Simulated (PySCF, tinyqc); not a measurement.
Inside a calculation. Method: RHF in the sto-3g basis, for LiH, spin multiplicity 1. The lowest restricted solution is unstable here: a spin-polarised one lies 0.0930 hartree lower (PySCF). One step of it, computed by the program tinyqc.

Question. Orthogonalisation. S = U s U^T; symmetric (Loewdin) form X = U s^(-1/2) U^T, so that X^T S X = 1.

overlap S, order 1Li 1s, 1Li 2s, 1Li 2px, 1Li 2py, 1Li 2pz, 2H 1s:
$$\begin{pmatrix}
1.000000 & 0.241137 & 0.000000 & 0.000000 & 0.000000 & 0.001168 \\
0.241137 & 1.000000 & 0.000000 & 0.000000 & 0.000000 & 0.104882 \\
0.000000 & 0.000000 & 1.000000 & 0.000000 & 0.000000 & 0.000000 \\
0.000000 & 0.000000 & 0.000000 & 1.000000 & 0.000000 & 0.000000 \\
0.000000 & 0.000000 & 0.000000 & 0.000000 & 1.000000 & 0.165257 \\
0.001168 & 0.104882 & 0.000000 & 0.000000 & 0.165257 & 1.000000
\end{pmatrix}$$

Give: eigenvalues of S; X.

Answer.

eigenvalues of S: [0.7260, 0.8543, 1.0000, 1.0000, 1.1446, 1.2751]

X, order 1Li 1s, 1Li 2s, 1Li 2px, 1Li 2py, 1Li 2pz, 2H 1s:
$$\begin{pmatrix}
1.0230 & -0.1260 & 0.0000 & 0.0000 & -0.0013 & 0.0096 \\
-0.1260 & 1.0274 & 0.0000 & 0.0000 & 0.0070 & -0.0557 \\
0.0000 & 0.0000 & 1.0000 & 0.0000 & 0.0000 & 0.0000 \\
0.0000 & 0.0000 & 0.0000 & 1.0000 & 0.0000 & 0.0000 \\
-0.0013 & 0.0070 & 0.0000 & 0.0000 & 1.0105 & -0.0847 \\
0.0096 & -0.0557 & 0.0000 & 0.0000 & -0.0847 & 1.0150
\end{pmatrix}$$
